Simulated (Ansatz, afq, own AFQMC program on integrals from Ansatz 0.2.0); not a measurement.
Where AFQMC and coupled cluster stand for HBr, singlet

```xyz
2

Br    0.0000    0.0000    0.0000
H     0.0000    0.0000    1.1150
```

Basis cc-pVDZ. Only valence electrons are correlated. Ansatz 0.2.0 and our own AFQMC program on the same integrals; the CISD trial comes from CCSD amplitudes, and released means the phaseless constraint is let go. Error bars are statistical, one sigma. No spin–orbit coupling.

Determinant: RHF, the one that the program's search chose, which needn't be the lowest solution. The geometry is a point of a scan.

Full CI on the same integrals is exact in this basis and with this determinant's frozen core.

Cautions: no relativity below Rb; no spin-orbit coupling; inner d shell frozen.

The T1 diagnostic is 0.0044, the weight of the determinant in the CISD state is 0.943 and the size of the correlated space is 8 electrons in 18 orbitals.

```json
{"level": "MP2", "correlation energy (eV)": "-3.3607"}
{"level": "CCSD", "correlation energy (eV)": "-3.7532"}
{"level": "CCSD(T)", "correlation energy (eV)": "-3.8023"}
```

**Question.** Estimate where full CI lies against CCSD(T) on the same integrals.

**Answer.** 1.0 kJ/mol below CCSD(T).

Reference: full CI, correlation energy -3.813 eV. The released energy is read at 2.40 1/Eh (meV from the phaseless value at times in 1/Eh: -1.0 ± 0.8 at 0.24, -1.5 ± 0.7 at 0.51, -2.5 ± 0.6 at 0.99, -1.3 ± 0.5 at 1.62, -2.2 ± 0.8 at 2.40).

```tsv
level	E − E(reference) (kJ/mol)	share of correlation (%)
CCSD(T)	1.0	99.73
CCSDT	0.5	99.86
CCSDT(Q)	0.0	99.99
CCSDTQ	0.0	100.00
ph-AFQMC/CISD	0.1 ± 0.1	99.97
released AFQMC	-0.1 ± 0.08	100.03
```

CCSDT and higher add their correlation energy to the determinant of the CCSD(T) run, since their own runs factorise the integrals more tightly (a shift of under 2 meV). A walk keeps the symmetry of its determinant, which the program's search chose and which needn't be the lowest solution, so a lower state of the same spin and another symmetry isn't excluded. Released energies are given only where the last usable release times agree within the noise; a slower fall can still hide under it.
